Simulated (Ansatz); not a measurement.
## Which is lower?

Two relaxed structures of MgSiH$_{3}$S (charge +1), singlet (PBE0-D4/def2-TZVP; forces vanish, vibrations not checked).

A:

Mg1  (-1.745, 0.293, -0.472)
Si2  (0.846, 0.768, -0.157)
S3  (1.104, -0.860, 1.582)
H4  (2.390, -1.176, 1.326)
H5  (0.995, -0.442, -1.081)
H6  (1.424, -0.048, 2.610)
(Å)

B:

```json
{"atom": "Mg1", "x (Å)": "-2.0448", "y (Å)": "-0.0896", "z (Å)": "-0.9855"}
{"atom": "Si2", "x (Å)": "0.5044", "y (Å)": "0.2162", "z (Å)": "-0.1162"}
{"atom": "S3", "x (Å)": "1.0994", "y (Å)": "-0.5768", "z (Å)": "1.6896"}
{"atom": "H4", "x (Å)": "-3.6170", "y (Å)": "-0.2883", "z (Å)": "-1.5021"}
{"atom": "H5", "x (Å)": "1.6754", "y (Å)": "0.9015", "z (Å)": "-0.7276"}
{"atom": "H6", "x (Å)": "2.3826", "y (Å)": "-0.1629", "z (Å)": "1.6419"}
```

Computed with Ansatz 0.2.0 (basis: def2-TZVPP); correlated methods freeze the cores. The outer core shell of Li, Na, Mg and K is correlated. The def2 sets are not built for correlating such inner shells, so the correlated values are less sure here. B3LYP uses VWN-RPA correlation.

Question: Which structure is lower at CCSD(T), and by how much? (An estimate is asked for; the value comes from the calculation.)

Answer: By the calculation: B, by 41.4 kJ/mol (electronic energy, against the other). By their contacts, A is MgSiH₃S ([Mg][SiH][SH2]), total charge +1 and B is MgSiH₃S ([MgH][SiH][SH]), total charge +1.

All methods give the same order:

```csv
method,E(B) − E(A) (kJ/mol)
PBE-D4,-16.0
r2SCAN-D4,-42.5
PBE0-D4,-28.4
B3LYP-D4,-30.8
wB97M-V,-39.0
HF,-85.7
MP2,-45.9
CCSD,-47.9
CCSD(T),-41.4
```

The T1 diagnostic stays at or below 0.015. The restricted Hartree–Fock reference is unstable towards an unrestricted one at one or more of these structures. A large double-excitation amplitude points to some diradical character; no triplet was computed.

Labels in which every atom is bracketed show which atoms are joined, not bond orders.

For scale, one of the runs: CCSD(T)/def2-TZVPP, 158 basis functions, launched by `ansatz run in.yaml --threads 2 --pin off --events-out ev --progress --plain --max-ram 4352MiB`. Hardware: 2 CPU threads of an Arm Neoverse V1, shared host. Wall time 28 s; peak host memory 1.1 GiB.
